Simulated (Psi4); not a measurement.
**Two attempts at SF (Monosulfur monofluoride)**

Aim: the energy of SF (Monosulfur monofluoride) at CASSCF(5,5)/6-31G* (Cartesian functions, nat orbs yes).

Program for the calculation: Psi4 1.11.

1 further run of the same task is left out (set aside as unsound or not needed).

### Step 1. Starting point

SF: 2 atoms, total charge 0, spin state doublet. As SMILES, `F[S]`. Geometry: relaxed at GFN2-xTB.

Bond lengths: F1–S2 1.627 Å.

### Step 2. Try one

The input, input.dat:

```
memory 1600 mb

molecule system {
  0 2
  F      0.00000000     0.00000000     0.00000000
  S      0.00000000     0.00000000     3.07369623
  units au
  symmetry c1
  no_reorient
  no_com
}

set basis 6-31G*
set reference rohf
set scf_type pk
set restricted_docc [10]
set mcscf_type conv
set mcscf_algorithm ah
set mcscf_maxiter 60
set active [5]
set nat_orbs true
set mcscf_r_convergence 0.0001
set mcscf_e_convergence 1e-07
set diis false
set scf_initial_accelerator none
set guess core
set maxiter 100

e, wfn = energy("casscf", return_wfn=True)
```

The run is started by

```console
$ psi4 input.dat output.dat -n 1
```

output.dat:

```text
Psi4 1.11 release

   => Loading Basis Set <=

    Name: 6-31G*
    Role: ORBITAL
    Keyword: BASIS

         ---------------------------------------------------------
                                   SCF
                             ROHF Reference
                        1 Threads,   1525 MiB Core
         ---------------------------------------------------------

  ==> Geometry <==

    Molecular point group: c1
    Full point group: C_inf_v

    Geometry (in Bohr), charge = 0, multiplicity = 2:

       Center              X                  Y                   Z               Mass
    ------------   -----------------  -----------------  -----------------  -----------------
         F            0.000000000000     0.000000000000     0.000000000000    18.998403162730
         S            0.000000000000     0.000000000000     3.073696230000    31.972071174400

  Running in c1 symmetry.

  Rotational constants: A = ************  B =      0.19930  C =      0.19930 [cm^-1]
  Rotational constants: A = ************  B =   5974.78489  C =   5974.78489 [MHz]
  Nuclear repulsion =   46.849131867530062

  Charge       = 0
  Multiplicity = 2
  Electrons    = 25
  Nalpha       = 13
  Nbeta        = 12

  ==> Algorithm <==

[... 63 lines left out ...]
                        Total Energy        Delta E     RMS |[F,P]|
[... 2 lines left out ...]
   @ROHF iter   2:  -484.99456852303098   -1.29788e+00   6.97430e-02
[... 1 line left out ...]
   @ROHF iter   4:  -471.78368919241717    1.28236e+01   6.58486e-02
[... 1 line left out ...]
   @ROHF iter   6:  -468.05629894491636    1.17677e+01   6.87615e-02
[... 1 line left out ...]
   @ROHF iter   8:  -467.55474514746589    7.56753e+00   6.72574e-02
[... 1 line left out ...]
   @ROHF iter  10:  -467.54355371301750    7.48527e+00   6.72067e-02
[... 2 lines left out ...]
   @ROHF iter  92:  -467.54324624230543    7.48371e+00   6.72053e-02
[... 1 line left out ...]
   @ROHF iter  94:  -467.54324624230509    7.48371e+00   6.72053e-02
[... 1 line left out ...]
   @ROHF iter  96:  -467.54324624230475    7.48371e+00   6.72053e-02
[... 1 line left out ...]
   @ROHF iter  98:  -467.54324624230520    7.48371e+00   6.72053e-02
[... 1 line left out ...]
   @ROHF iter 100:  -467.54324624230520    7.48371e+00   6.72053e-02
[... 1 line left out ...]
PsiException: Could not converge SCF iterations in 100 iterations.

  Failed to converge.

psi4.driver.p4util.exceptions.SCFConvergenceError: Could not converge SCF iterations in 100 iterations.

Printing out the relevant lines from the Psithon --> Python processed input file:
    core.set_global_option("MCSCF_E_CONVERGENCE", 1e-07)
    core.set_global_option("DIIS", "false")
    core.set_global_option("SCF_INITIAL_ACCELERATOR", "none")
    core.set_global_option("GUESS", "core")
    core.set_global_option("MAXITER", 100)
--> e, wfn = energy("casscf", return_wfn=True)

!-------------------------------------------------------!
!                                                       !
!  Could not converge SCF iterations in 100 iterations. !
!                                                       !
!-------------------------------------------------------!

    Psi4 run time: 0:00:00.33
```

It took 1.1 s on 1 thread of INTEL XEON PLATINUM 8581C at 2.30GHz (Emerald Rapids), shared host; peak memory 0.15 GiB.

### Step 3. Reading the log

The run stopped without converging.

The telling line is `Could not converge SCF iterations in 100 iterations.`. What is wrong: the convergence aids are set badly. The sound input differs in these keys, not all of which need be the cause: diis at its default in place of no; scf initial accelerator at its default in place of none; starting guess at its default in place of core.

### Step 4. Second attempt

The input, input.inp:

```
memory 1600 mb

molecule molecule1 {
  0 2
  F      0.00000000     0.00000000     0.00000000
  S      0.00000000     0.00000000     3.07369623
  units bohr
  symmetry c1
  no_reorient
  no_com
}

set globals {
  basis 6-31G*
  reference rohf
  scf_type pk
  restricted_docc [10]
  mcscf_type conv
  mcscf_algorithm ah
  mcscf_maxiter 60
  active [5]
  nat_orbs true
  mcscf_r_convergence 0.0001
  mcscf_e_convergence 1e-07
}

energy("casscf")
```

The run is started by

```console
$ psi4 input.inp input.out -n 1
```

input.out:

```text
[...]
  Running in c1 symmetry.
[...]
  Nuclear repulsion =   46.849131867530062
[...]
  Multiplicity = 2
[...]
  Nalpha       = 13
  Nbeta        = 12
[...]
    Number of basis functions: 34
[...]
   @ROHF iter   1:  -496.85892835079102   -5.72322e-01   4.38984e-03 DIIS
[...]
   @ROHF iter  10:  -496.88040508944511   -8.52651e-12   7.60776e-09 DIIS
[...]
    Orbital Energies [Eh]
    ---------------------
    Doubly Occupied:
       1A    -92.049378     2A    -26.325457     3A     -9.050854
       4A     -6.732513     5A     -6.730990     6A     -6.727203
       7A     -1.607983     8A     -0.935006     9A     -0.690590
      10A     -0.678678    11A     -0.647026    12A     -0.395292
    Singly Occupied:
      13A     -0.224971
[...]
Warning: iopen=0,opentype!=closed. Making iopen=1
[...]
   @MCSCF Final Energy: -496.913849956252136
[...]
    Warning: Norm of correction (root 0) is < 1.0E-13
   @CI  1:     0   -496.913849956252   0.0000E+00   1.8798E-13 c
   ==> Energetics <==
    SCF energy =         -496.880405089445048
    Total MCSCF energy = -496.913849956252136
[...]
 Multipole Moments:
 ------------------------------------------------------------------------------------
     Multipole            Electronic (a.u.)      Nuclear  (a.u.)        Total (a.u.)
 ------------------------------------------------------------------------------------
 L = 1.  Multiply by 2.5417464519 to convert [e a0] to [Debye]
 Dipole X            :         -0.0000000            0.0000000           -0.0000000
 Dipole Y            :          0.0000000            0.0000000            0.0000000
 Dipole Z            :        -48.7067999           49.1791397            0.4723398
 Magnitude           :                                                    0.4723398
[...]
```

Run time: 1.4 s. Hardware: 1 thread of INTEL XEON PLATINUM 8581C at 2.30GHz (Emerald Rapids), shared host; peak memory 0.17 GiB.

### Step 5. Summary of results

Level: CASSCF(5,5)/6-31G* (Cartesian functions, nat orbs yes).

| quantity | value |
| --- | --- |
| total energy | -496.91385 Eh |
| dipole moment (correlated density) | 1.20 D |
